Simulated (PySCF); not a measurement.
Gas-phase reaction: 2 PH₂ + H₂ = 2 PH₃

Computed with PySCF and rigid-rotor harmonic-oscillator thermochemistry at 1 bar. † marks an energy on the PBE0/def2-TZVP geometry and frequencies; other levels use their own. MP2 and CCSD(T) freeze the core. Open shells (unrestricted): PH₂ (multiplicity 2); the rest are closed-shell singlets. B3LYP is the form with VWN-RPA correlation. PH₂: computed as isolated molecules; such fragments, hydroxides, amides, oligomers or adducts are transient or little studied in the gas. MP2 isn't extrapolated to the basis-set limit. CCSD(T) isn't extrapolated to the basis-set limit.

| level | ΔH°(298 K), kJ |
|---|---|
| B3LYP/def2-TZVP† | -240 |
| CCSD(T)/def2-TZVPP† | (withheld) |
| HF/def2-TZVP† | (withheld) |
| MP2/def2-TZVPP† | (withheld) |
| PBE/def2-SVP | -258 |
| PBE0/def2-TZVP | -249 |

Some entries are withheld; supply them.


- CCSD(T)/def2-TZVPP†, ΔH°(298 K), kJ: -246
- HF/def2-TZVP†, ΔH°(298 K), kJ: -163
- MP2/def2-TZVPP†, ΔH°(298 K), kJ: -253
